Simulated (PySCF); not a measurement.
Match the calculated data to a structure.

All candidates are C5H5F.

| technique | computed result |
| --- | --- |
| Triplet | lowest triplet excitation (Tamm–Dancoff): 3.49 eV [TDA CAM-B3LYP/def2-SVPD] |
| Couplings | largest of the computed one-bond spin–spin couplings (means over like bonds): 13C–1H +265.5, 19F–13C -231.2, 13C–13C +201.0, 13C–1H +171.8, 13C–1H +164.2, 13C–1H +155.0 (×2), 13C–13C +98.5, 13C–13C +84.3 Hz [B3LYP/pcJ-1, spin–dipole term left out for some pairs] |
| UV, first state | lowest singlet excitation: 5.55 eV (223 nm, f = 0.000) [TDDFT CAM-B3LYP/def2-SVPD] |
| UV, strongest line | among the 8 lowest singlet transitions: S6 at 7.63 eV (162 nm, f = 0.412) [TDDFT CAM-B3LYP/def2-SVPD] |
| 1H NMR | chemical shifts (computed TMS as zero) by class: 6.34 (1 H), 6.12 (1 H), 5.43 (2 H), 2.75 (1 H) ppm [GIAO PBE0/pcSseg-1] |
| NMR, other nuclei | isotropic shieldings of nuclei other than C and H, by class: 432 (1 F) ppm [GIAO PBE0/pcSseg-1] |
| Rotational structure | rotational constants A, B, C: 16.648, 1.543, 1.425 GHz [GFN2-xTB] |
| 13C NMR | chemical shifts (computed TMS as zero) by class: 149.9 (1 C), 114.4 (1 C), 89.7 (1 C), 86.7 (1 C), 86.2 (1 C) ppm [GIAO PBE0/pcSseg-1] |

Gas-phase values; electronic properties from PySCF, density fitting. Levels stand in brackets. One conformer (not necessarily the lowest) at the GFN2-xTB geometry, without solvent, vibrations or thermal averaging. Each NMR value is the plain mean over a class of atoms that symmetry, rotation or inversion makes alike.

Question: Which candidate is it?
A. `FC1=CCC=C1`
B. `C#CC/C=C\F`
C. `C#C/C=C/CF`

Answer: C. It is `C#C/C=C/CF`. Numbering: `[CH:1]#[C:2]/[CH:3]=[CH:4]/[CH2:5][F:6]`. Its formula, C5H5F, gives 3 degrees of unsaturation: 0 rings and 3 π bonds in the structure found. 5 carbons fall into 5 classes; from least to most shielded: alkene CH carbon [C4] (149.9 ppm), alkene CH carbon [C3] (114.4 ppm), terminal alkyne carbon [C1] (89.7 ppm), sp3 C–F carbon [C5] (86.7 ppm), alkyne carbon [C2] (86.2 ppm). Hydrogen classes from least to most shielded: 1 H on an alkene CH carbon, C4 (6.34 ppm), 1 H on an alkene CH carbon, C3 (6.12 ppm), 2 H on an sp3 C–F carbon, C5 (5.43 ppm), 1 H on a terminal alkyne carbon, C1 (2.75 ppm). The other shieldings belong to: 432 ppm, alkyl fluorine [F6]. The couplings run between: +265.5 Hz, terminal alkyne carbon [C1] and its hydrogen; -231.2 Hz, alkyl fluorine [F6] and sp3 C–F carbon [C5]; +201.0 Hz, terminal alkyne carbon [C1] and alkyne carbon [C2]; +171.8 Hz, alkene CH carbon [C3] and its hydrogen; +164.2 Hz, alkene CH carbon [C4] and its hydrogen; +155.0 Hz, sp3 C–F carbon [C5] and its hydrogen (with 1 like pair); +98.5 Hz, alkyne carbon [C2] and alkene CH carbon [C3]; +84.3 Hz, alkene CH carbon [C3] and alkene CH carbon [C4]. The optimised geometry has point group Cs and is an asymmetric top.

The others, at the same levels:
- `FC1=CCC=C1` fails: its computed 13C shifts are 174.7 (1 C), 143.1 (1 C), 135.1 (1 C), 112.5 (1 C), 40.3 (1 C) ppm, 1H shifts are 6.69 (1 H), 6.65 (1 H), 5.81 (1 H), 3.10 (2 H) ppm and lowest singlet excitation is 5.25 eV (236 nm, f = 0.088) (against 5.55 eV).
- `C#CC/C=C\F` fails: its computed 13C shifts are 158.5 (1 C), 114.7 (1 C), 86.3 (1 C), 74.9 (1 C), 16.1 (1 C) ppm, 1H shifts are 6.88 (1 H), 5.08 (1 H), 3.24 (2 H), 1.39 (1 H) ppm and lowest singlet excitation is 6.64 eV (187 nm, f = 0.002) (against 5.55 eV).

Each candidate is one conformer, not necessarily the lowest. The conformers computed, where there is a choice (atom-mapped SMILES and torsion angles):
- `[CH:1]#[C:2]/[CH:3]=[CH:4]/[CH2:5][F:6]`: C3–C4–C5–F6 0°
- `[CH:1]#[C:2][CH2:3]/[CH:4]=[CH:5]\[F:6]`: C2–C3–C4–C5 122°

One-bond C–F couplings are unscaled; at this level they come out some 30 % too large in size.
